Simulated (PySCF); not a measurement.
Predicted microwave data (PBE0-D3(BJ)/def2-SVP geometry optimisation, gas phase in PySCF) for one isomer of C4H6OS:

```
Rotational constants : A = 6042, B = 2676, C = 2083 MHz
Dipole components    : |μa| = 4.44 D, |μb| = 0.22 D, |μc| = 1.15 D
Inertial defect      : -29.85 u·Å²
κ                    : -0.70
```

**Question.** Which candidate fits, each taken in the one conformer that was computed?
A. `[O:1]=[C:2]1[CH2:3][CH2:4][S:5][CH2:6]1` with O1–C2–C3–C4 -159°, C2–C3–C4–S5 -37°, C3–C4–S5–C6 35°, C4–S5–C6–C2 -23° (tetrahydrothiophen-3-one)
B. `[CH3:1][C:2](=[O:3])[C@H:4]1[CH2:5][S:6]1` with C1–C2–C4–C5 -47°
C. `[O:1]=[S@:2]1[CH:3]=[CH:4][CH2:5][CH2:6]1` with O1–S2–C3–C4 122°, C3–C4–C5–C6 -15°, C4–C5–C6–S2 24°, O1–S2–C6–C5 -133°

**Answer.** C. It is O=[S@]1C=CCC1, an asymmetric top, point group C1. The candidates at the same level (rigid rotor, commonest isotopes):

```csv
SMILES,A (MHz),B (MHz),C (MHz),μa (D),μb (D),μc (D),Δ (u·Å²),point group,rotor
O=[S@]1C=CCC1,6042,2676,2083,4.44,0.22,1.15,-29.85,C1,asymmetric top
O=C1CCSC1,5683,2479,1824,1.05,1.24,0.28,-15.75,C1,asymmetric top
CC(=O)[C@H]1CS1,5651,1994,1801,1.36,0.70,1.66,-62.25,C1,asymmetric top
```

`CC(=O)[C@H]1CS1` has B 25 % too low; `O=C1CCSC1` has C 12 % too low. No structure here is proved a minimum.
